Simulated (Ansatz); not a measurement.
# SiCF+ (triplet): from Hartree-Fock to the top rungs, cc-pVDZ

An exercise on one series of results from a longer session: the logs are not shown, and one member is left open.

Method: cc-pVDZ, core rule «outside noble gas», up to 7 orbitals frozen; program: Ansatz 0.2.0, Gaussian basis.

To be run: UHF; CCSD(T) on ROHF; CCSD(T) on UHF; BCCD(T) on ROHF; CISD; CCSDT(Q) on ROHF; CCSDT(Q) on UHF.

30 further runs of the same task are left out: 6 for a known fault of the program, 9 that didn't finish, 15 set aside as unsound or not needed.

## The geometry

The geometry is a PBE0/def2-TZVP stationary point (not a proven minimum) of the parent state, kept for this charge and spin.

3 atoms, charge 1, spin multiplicity 3.

Atoms are counted from 1 here; the program's logs count them from 0.

Bond lengths: F1–C2 1.299 Å, C2–Si3 1.895 Å. Angles: F1–C2–Si3 122.9°.

The first run:

File in.yaml:

```yaml
crystal:
  periodic: [false, false, false]
  atoms:
    - {symbol: F, position_ang: [0.000000, -0.229980, 1.548266]}
    - {symbol: C, position_ang: [0.000000, 0.558036, 0.515839]}
    - {symbol: Si, position_ang: [0.000000, -0.083073, -1.267920]}
basis:
  gaussian: {orbitals: cc-pVDZ}
total_charge: 1
magnetization: {spin_polarized: true, initial_magnetization: 2}
hamiltonian: {xc: hf}
output: {orbitals: {seedname: orbitals}}
```

Launch:

```console
ansatz run in.yaml --threads 1 --pin off --events-out ev --progress --plain --max-ram 2393MiB
```

Steps of the session up to this table: UHF; CCSD(T) on ROHF; CCSD(T) on UHF; BCCD(T) on ROHF; CISD; CCSDT(Q) on ROHF; CCSDT(Q) on UHF.

One table of the session follows, with a row left open; its other results are not shown here.

It belongs to the step «Misses and costs». 

| method | from RCCSDT(Q) (kJ/mol) |
| --- | --- |
| ROHF | +1007.9 |
| UHF | +984.4 |
| RMP2 | +127.3 |
| UMP2 | +131.6 |
| CISD | +138.2 |
| RCCSD | +39.9 |
| UCCSD | +39.9 |
| RCCSD(T) | +8.1 |
| UCCSD(T) | +8.4 |
| BCCD(T) | ? |
| RCCSDT | +2.4 |
| UCCSDT | +2.4 |
| RCCSDT(Q) | 0 |
| UCCSDT(Q) | -0.8 |

**Question.** Estimate the row for BCCD(T).

The run gave: from RCCSDT(Q) (kJ/mol): +7.2. In the column «from RCCSDT(Q) (kJ/mol)» it lies between UCCSDT (+2.4) and RCCSD(T) (+8.1).

Limits of these values: Restricted and unrestricted rows rest on different reference determinants; where their highest levels disagree by more than a few hundredths of an eV, they describe different states and don't form one ladder.
